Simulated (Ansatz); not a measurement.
# CH7BSi (SMILES CB[SiH3]): name the method

CH7BSi: 10 atoms, total charge 0, spin state singlet. As SMILES, `CB[SiH3]`. The shape is that of a PBE0-D4/def2-TZVP optimisation.

```xyz
10

C    -1.0879    0.9750   -0.5769
B     0.1120    0.0003   -0.6899
Si    1.0141   -0.8831    0.8848
H    -1.9584    0.3075   -0.7162
H    -1.1579    1.7122   -1.3800
H    -1.2286    1.4541    0.3934
H     0.5168   -0.2882   -1.7837
H     1.1542   -2.3541    0.6855
H     0.3249   -0.6542    2.1867
H     2.3937   -0.3208    0.9993
```

A calculation with Ansatz 0.2.0 gave:

```
total energy : -355.9714 Eh
```

Problem. Which of these levels gave the numbers?
A. BHLYP/6-311+G**
B. CCSD(T)/6-311+G**
C. BLYP/6-311+G**
D. HF/3-21G

Solution. B. The others give -356.5964 Eh (BLYP/6-311+G**), -353.6230 Eh (HF/3-21G), -356.6091 Eh (BHLYP/6-311+G**).
